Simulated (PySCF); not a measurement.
**Computed χzz against gas-phase spectroscopy**

Values to reproduce (atoms as numbered below): 11B at B1: χzz = -4.305 MHz [1].
[1] measured, gas; W. C. Bailey, Calculation of NQCC in Gaseous State Molecules (compilation of microwave values)

Compound: boron monofluoride, BF (singlet state).
Cartesian coordinates in Å at the PBE0-D3(BJ)/def2-TZVP level; atoms count from 1:
```
atom  x, y, z in Å
B1     0.640   -0.028    0.001
F2    -0.623   -0.001   -0.013
```

Task: How do the computed couplings compare?

Result: PySCF, non-relativistic, all at one geometry, with Q(11B) = 0.04059 b:

```csv
level,functions,11B B1 (MHz),computed/reference − 1 (%)
B3LYP/pcJ-2,102,-4.835,+12.3
B97-2/pcJ-2,102,-4.617,+7.2
PBE0/pcSseg-2,72,-4.806,+11.6
PBE0/pcJ-2,102,-4.672,+8.5
```

Closest here is B97-2/pcJ-2 (7.2 % unsigned error), furthest B3LYP/pcJ-2 (12.3 %); one molecule doesn't rank methods. Computed values are for fixed nuclei, while measured ones can include vibrational averaging. Geometry: PBE0-D3(BJ)/def2-TZVP; no solvent, vibrations or thermal averaging.
